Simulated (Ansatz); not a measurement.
Reaction (SMILES): ClCCl → C atom + 2 Cl atom + 2 H atom
B3LYP-D3(BJ)/def2-TZVP geometries, fixed; electronic energies without zero-point terms.

Effect of the final integration grid (spheres per factor e of radius in core and valence, angular degree) at PBE/def2-TZVPP with Ansatz (an electronic-structure program), against the last row, where the atomisation energy is 380.83 kcal/mol. Open shells are unrestricted. The default's grid is 13, 11, 36.

```json
[
 {"setting": "accuracy: medium (default)", "largest shift of a total energy (mEh)": "0.001", "shift of the atomisation energy (kcal/mol)": "0.000"},
 {"setting": "final_grid: 4, 3, 11", "largest shift of a total energy (mEh)": "3.383", "shift of the atomisation energy (kcal/mol)": "-2.802"},
 {"setting": "final_grid: 6, 5, 17", "largest shift of a total energy (mEh)": "-0.213", "shift of the atomisation energy (kcal/mol)": "0.139"},
 {"setting": "final_grid: 8, 7, 23", "largest shift of a total energy (mEh)": "0.014", "shift of the atomisation energy (kcal/mol)": "-0.009"},
 {"setting": "final_grid: 10, 9, 29", "largest shift of a total energy (mEh)": "0.002", "shift of the atomisation energy (kcal/mol)": "-0.001"},
 {"setting": "final_grid: 18, 15, 47", "largest shift of a total energy (mEh)": "0.000", "shift of the atomisation energy (kcal/mol)": "0.000"},
 {"setting": "final_grid: 26, 22, 59", "largest shift of a total energy (mEh)": "0.000", "shift of the atomisation energy (kcal/mol)": "0.000"}
]
```

Within 0.02 kcal/mol in the atomisation energy: accuracy: medium (default); final_grid: 8, 7, 23; final_grid: 10, 9, 29; final_grid: 18, 15, 47. The largest shift is 3.383 mEh in a total energy and 2.802 kcal/mol in the difference.
